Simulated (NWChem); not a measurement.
# How basis sets differ on SiHF (SMILES F[SiH])

SiHF: 3 atoms, total charge 0, spin state singlet. SMILES: `F[SiH]`. The coordinates come from a PBE0-D4/def2-TZVP relaxation.

```xyz
3

F    -1.0902    0.0244   -0.6023
Si    0.1868    0.6294    0.1738
H     0.8924   -0.7186    0.4153
```

Each level gives the dipole moment (D). The values are calculated.

```json
{"level": "SVWN5/pcseg-1", "kind": "LDA", "program": "NWChem", "value (D)": "0.97", "CPU time": "4.9 s"}
{"level": "SVWN5/6-311+G**", "kind": "LDA", "program": "NWChem", "value (D)": "1.17", "CPU time": "3.2 s"}
{"level": "SVWN5/6-311++G(2d,2p) (DKH2)", "kind": "LDA", "program": "NWChem", "value (D)": "1.01", "CPU time": "8.8 s"}
{"level": "SVWN5/def2-TZVP", "kind": "LDA", "program": "NWChem", "value (D)": "0.92", "CPU time": "7.1 s"}
```

The values span 0.92 to 1.17 D. Magnitudes only: a small dipole may point the other way at some levels. Times are those of the runs behind each value, whatever else they computed, on shared processors of several kinds: orders of magnitude only.
